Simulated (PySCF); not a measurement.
# What binds NaF: the parts of the energy along the bond

State: ¹Σ⁺, singlet, closed shell. RHF-based CCSD(T) in PySCF 2.14 with Na cc-pCVDZ, F aug-cc-pVDZ and Na cc-pCVTZ, F aug-cc-pVTZ (frozen core orbitals: 2; no relativity). Correlation energies are extrapolated as n⁻³ (n = 2, 3), Hartree–Fock as (n+1)·exp(−9√n). CV is the change on freezing 1 orbitals instead, in Na cc-pCVTZ, F cc-pwCVTZ. SR is the spin-free X2C energy in Na cc-pCVTZ-DK, F cc-pVTZ-DK less the non-relativistic one in Na cc-pCVTZ, F cc-pVTZ. All energies in eV from Na + F.

```
 R (Å)  HF/CBS  CCSD corr.      (T)       CV      SR   total
1.7004  -2.486      -1.844  -0.1476  -0.0097  0.0102  -4.478
1.7777  -2.751      -1.845  -0.1509  -0.0090  0.0116  -4.745
1.8549  -2.878      -1.848  -0.1544  -0.0084  0.0127  -4.877
1.9322  -2.910      -1.853  -0.1580  -0.0080  0.0135  -4.915
2.0095  -2.875      -1.858  -0.1616  -0.0076  0.0140  -4.889
2.1061  -2.771      -1.865  -0.1660  -0.0073  0.0145  -4.795
2.2027  -2.623      -1.872  -0.1702  -0.0070  0.0148  -4.658
```

A fit to the total gives Re = 1.9347 Å, De = 4.915 eV, ωe = 527.1 cm⁻¹, Be = 0.4330 cm⁻¹ (masses 22.9898 and 18.9984 u).

**Question.** At R = 1.9322 Å the CCSD correlation energy is -0.419604 hartree in the smaller basis and -0.552677 in the larger. Extrapolate it.

**Answer.** (3³·E3 − 2³·E2)/(3³ − 2³) = -0.60871 hartree; the larger basis holds 90.8 % of it.

The T1 diagnostic is 0.015. The open-shell atoms are computed with UHF. Spin–orbit coupling, excitations beyond (T) and corrections to the Born–Oppenheimer picture are left out.
